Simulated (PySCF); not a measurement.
Process, species as SMILES: C=C (C2H4) → [CH-]=C + H+
B3LYP-D3(BJ)/def2-TZVP geometries, fixed; electronic energies without zero-point terms.

Effect of the SCF energy threshold at HF/def2-SVP with PySCF, against the last row, where the deprotonation energy is 431.85 kcal/mol.

```tsv
setting	SCF cycles, largest species	largest shift of a total energy (mEh)	shift of the deprotonation energy (kcal/mol)
conv_tol: 1e-4	4	0.001	0.000
conv_tol: 1e-5	5	0.000	0.000
conv_tol: 1e-6	6	0.000	0.000
conv_tol: 1e-7	7	0.000	0.000
conv_tol: 1e-11	9	0.000	0.000
```

Within 0.02 kcal/mol in the deprotonation energy: conv_tol: 1e-4; conv_tol: 1e-5; conv_tol: 1e-6; conv_tol: 1e-7. The largest shift is 0.001 mEh in a total energy and 0.000 kcal/mol in the difference.
